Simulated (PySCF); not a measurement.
Geometries of 2 isomers of CH8AlN, from PBE0-D3(BJ)/def2-SVP geometry optimisation, gas phase in PySCF. One conformer each, no zero-point energy, no frequencies.

Question: Which is lower in electronic energy at this level?
A.
```xyz
11
angstrom
C     -1.619   -0.280   -0.013
Al    -0.045    0.902    0.195
N      1.523   -0.426   -0.128
H     -2.550    0.312   -0.054
H     -1.741   -0.993    0.821
H     -1.592   -0.867   -0.949
H      0.357    1.377    1.681
H      0.280    1.927   -1.005
H      1.483   -0.834   -1.063
H      2.421    0.053   -0.044
H      1.522   -1.195    0.543
```
B.
```xyz
11
angstrom
Al    -0.244   -0.401   -1.560
N     -0.249   -0.426    0.505
C      0.432    0.720    1.119
H      0.178   -1.303    0.809
H     -1.222   -0.472    0.813
H      0.414    0.682    2.219
H      1.474    0.740    0.773
H     -0.053    1.645    0.779
H      1.345   -0.414   -1.813
H     -1.020    0.988   -1.800
H     -1.054   -1.761   -1.845
```

Answer: A. That is `[CH3][AlH2-][NH3+]`, 13.4 kcal/mol below the other.

```tsv
SMILES	atoms numbered as above	E (Eh)	relative (kcal/mol)	relative (kJ/mol)	dipole (D)
[CH3][AlH2-][NH3+]	[CH3:1][AlH2-:2][NH3+:3]	-339.74401	0.0	0.0	5.50
[H][Al]([H])([H])<-[NH2]C	–	-339.72273	13.4	55.9	5.66
```
